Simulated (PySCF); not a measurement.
C4H9, SMILES C[C+](C)C, charge +1.

Coordinates come from a PBE-D3(BJ)/def2-SVP optimisation. The geometry has at least one imaginary mode, so it is a saddle point at that level.

Method: TDA-LC-ωPBE/def2-SVPD (PySCF).

Vertical excitations. The molecule is in vacuum.

| state | energy (eV) | λ (nm) | f | main pairs |
|---|---|---|---|---|
| S1 | 5.95 | 208 | 0.000 | HOMO→LUMO 96 % |
| S2 | 5.95 | 208 | 0.000 | HOMO−1→LUMO 96 % |
| S3 | 6.69 | 185 | 0.012 | HOMO−2→LUMO 99 % |
| S4 | 7.50 | 165 | 0.295 | HOMO−3→LUMO 95 % |
| S5 | 7.50 | 165 | 0.295 | HOMO−4→LUMO 95 % |
| S6 | 8.90 | 139 | 0.000 | HOMO−6→LUMO 92 % |
| S7 | 8.91 | 139 | 0.000 | HOMO−7→LUMO 92 % |
| S8 | 9.86 | 126 | 0.000 | HOMO−5→LUMO 94 % |
| S9 | 11.88 | 104 | 0.026 | HOMO−8→LUMO 93 % |
| S10 | 11.91 | 104 | 0.111 | HOMO→LUMO+1 87 % |
| T1 | 5.28 | 235 | 0 | HOMO→LUMO 91 % |
| T2 | 5.28 | 235 | 0 | HOMO−1→LUMO 91 % |
| T3 | 6.27 | 198 | 0 | HOMO−3→LUMO 86 % |
| T4 | 6.27 | 198 | 0 | HOMO−4→LUMO 86 % |
Triplets are in the Tamm–Dancoff approximation.
